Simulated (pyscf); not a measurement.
Single points on ωB97X-D3(BJ)/def2-SVP structures (PySCF, gas phase). Correlated levels are frozen-core, on RHF or UHF. ΔMP2 is the change of the MP2 total energy from the triple- to the quadruple-zeta basis.

### Question
HS–SiH₂–SH -> H₂Si=S + H₂S
Surface: singlet. Broken: H–S, S–Si. Formed: H–S. Give ΔE‡ and ΔE from CCSD(T)/def2-TZVPP + ΔMP2(QZVPP), relative to the reactant's lowest minimum found.

### Answer
ΔE‡ = 1.69 eV, ΔE = +1.80 eV. Zero-point energy shifts the barrier by -0.08 eV. It is an elimination, with an imaginary mode of 853i cm⁻¹. On the product side the descent ends in an adduct with a S–Si contact, 0.59 eV under the separated species and 0.27 eV under the saddle at ωB97X-D3(BJ)/def2-TZVP. At CCSD(T) the saddle lies under the separated products, which points to a path from their complex (located at ωB97X-D3(BJ) alone), and parting the products costs more than the saddle. What is counted as broken (S–Si) persists as a longer contact in the product adduct; parting that adduct is a step of its own. This is the saddle that the search found; another between the same sides may lie lower. The CCSD(T) − MP2 part came from Ansatz, without density fitting, on the same reference.
